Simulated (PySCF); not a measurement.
Compound: phosphabenzene, C₅H₅P.
SMILES: `c1ccpcc1`

The closed-shell ground state was solved at several levels (PySCF, density fitting, gas phase, non-relativistic). Geometry: PBE0-D3(BJ)/def2-SVP; no solvent, vibrations or thermal averaging.

```
        level  basis functions  HOMO (eV)  LUMO (eV)  gap (eV)  dipole (D)
BLYP/pcSseg-2              293      -6.06      -2.15      3.91        1.60
BP86/pcSseg-2              293      -6.35      -2.40      3.95        1.66
  HF/pcSseg-2              293      -8.79       1.66     10.45        1.85
 PBE/pcSseg-2              293      -6.28      -2.32      3.96        1.66
 LDA/pcSseg-2              293      -6.46      -2.51      3.95        1.64
```

**Question.** Estimate the row for OPBE/pcSseg-2, a basis of 293 functions; the other rows only guide the guess.

**Answer.** HOMO -6.28 eV, LUMO -2.28 eV, gap 4.00 eV, dipole 1.75 D.

**Question.** Over all these levels, which gives the widest orbital gap and which the narrowest?

**Answer.** HF/pcSseg-2 (Hartree–Fock, all exact exchange) has the widest, 10.45 eV, and BLYP/pcSseg-2 (GGA) the narrowest, 3.91 eV. From the narrowest to the widest the HOMO moves by -2.73 eV and the LUMO by +3.81 eV.

**Question.** How far do the dipole and the HOMO energy spread over the levels?

**Answer.** The dipole runs from 1.60 to 1.85 D (mean 1.70 D) and the HOMO from -8.79 to -6.06 eV.
